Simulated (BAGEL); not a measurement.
**Si2H6 (disilane) at B3LYP/6-31G(d) (density fitting with qzvpp-jkfit, spherical functions)**

What is the energy change on altering one bond length of Si2H6 (disilane) at B3LYP/6-31G* (density fitting with qzvpp-jkfit, spherical functions)? 

The calculation is run with BAGEL 1.2.2.

6 further runs of the same task are left out: 6 set aside as unsound or not needed.

**1. The molecule**

Si2H6 has 8 atoms, charge 0, and is taken as a singlet. SMILES: `[SiH3][SiH3]`. Geometry: relaxed at PBE0-D4/def2-TZVP.

Bond lengths: Si1–Si2 2.338 Å, Si1–H3 1.488 Å, Si1–H4 1.488 Å, Si1–H5 1.488 Å, Si2–H6 1.488 Å, Si2–H7 1.488 Å, Si2–H8 1.488 Å. Some angles: Si1–Si2–H6 110.3°, Si1–Si2–H7 110.3°, Si1–Si2–H8 110.3°, Si2–Si1–H3 110.3°, Si2–Si1–H4 110.3°, Si2–Si1–H5 110.3°, H6–Si2–H7 108.7°, H6–Si2–H8 108.7°, H7–Si2–H8 108.7°, H3–Si1–H4 108.7°.

**2. A single-point energy at B3LYP/6-31G(d) (density fitting with qzvpp-jkfit, spherical functions)**

dft.json

```json
{ "bagel" : [

{
  "title" : "molecule",
  "basis" : "6-31gs.json",
  "df_basis" : "qzvpp-jkfit",
  "angstrom" : true,
  "geometry" : [
    { "atom" : "Si", "xyz" : [   -0.340500,    0.490200,   -1.004900 ] },
    { "atom" : "Si", "xyz" : [    0.363500,   -0.504400,    0.991000 ] },
    { "atom" : "H", "xyz" : [    0.833900,    0.948200,   -1.794900 ] },
    { "atom" : "H", "xyz" : [   -1.112900,   -0.483900,   -1.821900 ] },
    { "atom" : "H", "xyz" : [   -1.208000,    1.664100,   -0.717900 ] },
    { "atom" : "H", "xyz" : [    1.139000,    0.468600,    1.806300 ] },
    { "atom" : "H", "xyz" : [    1.228100,   -1.680500,    0.704000 ] },
    { "atom" : "H", "xyz" : [   -0.811000,   -0.959200,    1.782600 ] }
  ]
},
{ "title" : "ks", "xc_func" : "b3lyp" },
{ "title" : "print", "file" : "orbitals.molden", "orbitals" : true }

]}
```

The basis set 6-31G* is read from a file made from the Basis Set Exchange's data (not shown).

On the command line:

```sh
$ BAGEL_NUM_THREADS=1 BAGEL dft.json > dft.out
```

The log of the run:

```text
* using 1 threads per process

  ===============================================================
  ===============================================================

  *** Geometry ***

  { "atom" : "Si", "xyz" : [     -0.643452,      0.926344,     -1.898986 ] },
  { "atom" : "Si", "xyz" : [      0.686915,     -0.953178,      1.872719 ] },
  { "atom" : "H", "xyz" : [      1.575843,      1.791838,     -3.391869 ] },
  { "atom" : "H", "xyz" : [     -2.103076,     -0.914438,     -3.442892 ] },
  { "atom" : "H", "xyz" : [     -2.282789,      3.144693,     -1.356634 ] },
  { "atom" : "H", "xyz" : [      2.152398,      0.885526,      3.413412 ] },
  { "atom" : "H", "xyz" : [      2.320773,     -3.175685,      1.330367 ] },
  { "atom" : "H", "xyz" : [     -1.532568,     -1.812625,      3.368626 ] },

  Number of auxiliary basis functions:      364

  Since a DF basis is specified, we compute 2- and 3-index integrals:
    o Being stored without compression. Storage requirement is 0.007 GB

  Number of basis functions:       48
  Number of electrons      :       34

    * METHOD: MOLECULE                             0.11

  *** Kohn-Sham DFT ***

    * Removing 11797 points whose weight is below 1.00e-10
    * Grid points: 107451

  === Nuclear Repulsion ===
    90.7730811600

       - DIIS with orbital gradients will be used.

  === KS iteration (b3lyp / 6-31gs.json) ===
      0       -569.00986132          0.14385807           0.20
      1       -578.78375265          0.07763110           0.20
      2       -578.43461861          0.12896122           0.20
      3       -582.33050462          0.02701041           0.20
      4       -582.57468937          0.00462346           0.20
      5       -582.57880358          0.00092548           0.20
      6       -582.57918681          0.00010978           0.20
      7       -582.57918943          0.00001108           0.19
      8       -582.57918946          0.00000191           0.20
      9       -582.57918946          0.00000033           0.20
     10       -582.57918946          0.00000003           0.19
     11       -582.57918946          0.00000000           0.20
    * SCF iteration converged.

    * Permanent dipole moment:
           (    0.000048,    -0.000051,    -0.000056) a.u.

    * METHOD: KS                                   2.74

    * METHOD: PRINT                                0.00

  ===============================================================
```

Wall time 3.3 s (1 thread of Arm Neoverse V2, shared host); peak memory 0.27 GiB.

**3. The distorted shape at the same level**

calc.json

```json
{ "bagel": [

{
  "title": "molecule",
  "basis": "6-31gs.json",
  "df_basis": "qzvpp-jkfit",
  "angstrom": true,
  "geometry": [
    { "atom": "Si", "xyz": [   -0.080242,    0.138019,   -1.091003 ] },
    { "atom": "Si", "xyz": [    0.623758,   -0.856581,    0.904897 ] },
    { "atom": "H", "xyz": [    1.094158,    0.596019,   -1.881003 ] },
    { "atom": "H", "xyz": [   -0.852642,   -0.836081,   -1.908003 ] },
    { "atom": "H", "xyz": [   -1.208000,    1.664100,   -0.717900 ] },
    { "atom": "H", "xyz": [    1.399258,    0.116419,    1.720197 ] },
    { "atom": "H", "xyz": [    1.488358,   -2.032681,    0.617897 ] },
    { "atom": "H", "xyz": [   -0.550742,   -1.311381,    1.696497 ] }
  ]
},
{ "title": "ks", "xc_func": "b3lyp" },
{ "title": "print", "file": "orbitals.molden", "orbitals": true }

]}
```

The basis set 6-31G* is read from a file made from the Basis Set Exchange's data (not shown).

On the command line:

```sh
$ BAGEL_NUM_THREADS=1 BAGEL calc.json > calc.out
```

The log of the run:

```text
* using 1 threads per process

  ===============================================================
  ===============================================================

  *** Geometry ***

  { "atom" : "Si", "xyz" : [     -0.151635,      0.260818,     -2.061697 ] },
  { "atom" : "Si", "xyz" : [      1.178732,     -1.618703,      1.710008 ] },
  { "atom" : "H", "xyz" : [      2.067659,      1.126313,     -3.554581 ] },
  { "atom" : "H", "xyz" : [     -1.611260,     -1.579964,     -3.605603 ] },
  { "atom" : "H", "xyz" : [     -2.282789,      3.144693,     -1.356634 ] },
  { "atom" : "H", "xyz" : [      2.644214,      0.220000,      3.250701 ] },
  { "atom" : "H", "xyz" : [      2.812589,     -3.841210,      1.167656 ] },
  { "atom" : "H", "xyz" : [     -1.040752,     -2.478151,      3.205915 ] },

  Number of auxiliary basis functions:      364

  Since a DF basis is specified, we compute 2- and 3-index integrals:
    o Being stored without compression. Storage requirement is 0.007 GB

  Number of basis functions:       48
  Number of electrons      :       34

    * METHOD: MOLECULE                             0.11

  *** Kohn-Sham DFT ***

    * Removing 11459 points whose weight is below 1.00e-10
    * Grid points: 107789

  === Nuclear Repulsion ===
    89.3137342268

       - DIIS with orbital gradients will be used.

  === KS iteration (b3lyp / 6-31gs.json) ===
      0       -568.92512974          0.14407547           0.19
      1       -578.44439012          0.07744593           0.19
      2       -577.37003304          0.12638713           0.19
      3       -582.16544617          0.03255617           0.19
      4       -582.49998532          0.01090112           0.19
      5       -582.53712021          0.00433278           0.19
      6       -582.54323175          0.00066487           0.19
      7       -582.54339671          0.00010995           0.19
      8       -582.54339982          0.00002426           0.19
      9       -582.54339999          0.00000346           0.19
     10       -582.54340000          0.00000103           0.19
     11       -582.54340000          0.00000029           0.20
     12       -582.54340000          0.00000009           0.20
     13       -582.54340000          0.00000003           0.19
     14       -582.54340000          0.00000000           0.19
    * SCF iteration converged.

    * Permanent dipole moment:
           (   -0.179589,     0.243941,     0.012014) a.u.

    * METHOD: KS                                   3.24

    * METHOD: PRINT                                0.00

  ===============================================================
```

Run time: 3.6 s. Hardware: 1 thread of Arm Neoverse V2, shared host; peak memory 0.27 GiB.

**4. What came out**

Level: B3LYP/6-31G* (density fitting with qzvpp-jkfit, spherical functions).

```
                                                          quantity          value
                                         first shape: total energy  -582.57919 Eh
                                        first shape: dipole moment         0.00 D
                                          first shape: HOMO energy       -8.10 eV
                                          first shape: LUMO energy        0.59 eV
                                        first shape: HOMO–LUMO gap        8.69 eV
                                     distorted shape: total energy  -582.54340 Eh
                                    distorted shape: dipole moment         0.77 D
                                      distorted shape: HOMO energy       -8.05 eV
                                      distorted shape: LUMO energy       -0.61 eV
                                    distorted shape: HOMO–LUMO gap        7.44 eV
energy change with the Si1–H5 bond stretched from 1.488 to 1.934 Å       0.974 eV
```

With the Si1–H5 bond stretched from 1.488 to 1.934 Å the energy rises by 0.97 eV (94.0 kJ/mol). The first shape isn't relaxed at this level, so the change isn't measured from a minimum.
